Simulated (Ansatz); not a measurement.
Results of PBEsol+SOC in Ansatz (PAW) for body-centred tetragonal In.

Settings: plane-wave cutoff 520 eV, 24×24×24 k mesh, Fermi–Dirac smearing 0.05 eV, PAW data made under PBE.

Cell (relaxed at this level):

Space group I4/mmm (No. 139); a = 3.220 Å, b = 3.220 Å, c = 4.919 Å, α = 90.00°, β = 90.00°, γ = 90.00°

```csv
atom,site,symmetry,x,y,z
In,2a,4/mmm,0.0000,0.0000,0.0000
```
(The calculation used a cell of 1 atom; values per cell refer to that cell.)

### Question
Predict the bulk modulus and pressure derivative B′ of the bulk modulus.

### Answer

- bulk modulus: 45.1 GPa
- pressure derivative B′ of the bulk modulus: 5.1

The run finds no gap.

Measured, for comparison: bulk modulus 44.7 GPa (copied from a table, unchecked, extrapolated to 0 K and zero-point effects removed; as tabulated in Lejaeghere et al. (2013), arXiv:1204.2733). Computed (rounded) less measured: bulk modulus not scored (unchecked).

Note: the bulk modulus comes from volumes at which shape and atoms were relaxed.

Cost on a shared machine: very roughly 25 core-minutes.

Ansatz is a program for electronic structure.
